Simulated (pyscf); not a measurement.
Single points on ωB97X-D3(BJ)/def2-SVP structures (PySCF, gas phase).

**Question.** Estimate the classical barrier height and the reaction energy of F–BH–F + hydrogen (H₂) → hydrogen fluoride (HF) + H₂B–F at ωB97M-D3(BJ)/def2-TZVP. The step runs on the singlet surface, breaks B–F, H–H and forms F–H, B–H; take the separated reactants as zero.

**Answer.** ΔE‡ = 2.15 eV, ΔE = +1.56 eV. Zero-point energy shifts the barrier by +0.16 eV. It is a four-centre exchange, with an imaginary mode of 1209i cm⁻¹. The same reactants have a lower exit, to F–BH–F + H₂ (barrier +1.81 eV at ωB97M-D3(BJ)/def2-TZVP, against +2.15 eV here). One saddle was located; it need not be the lowest between these sides.
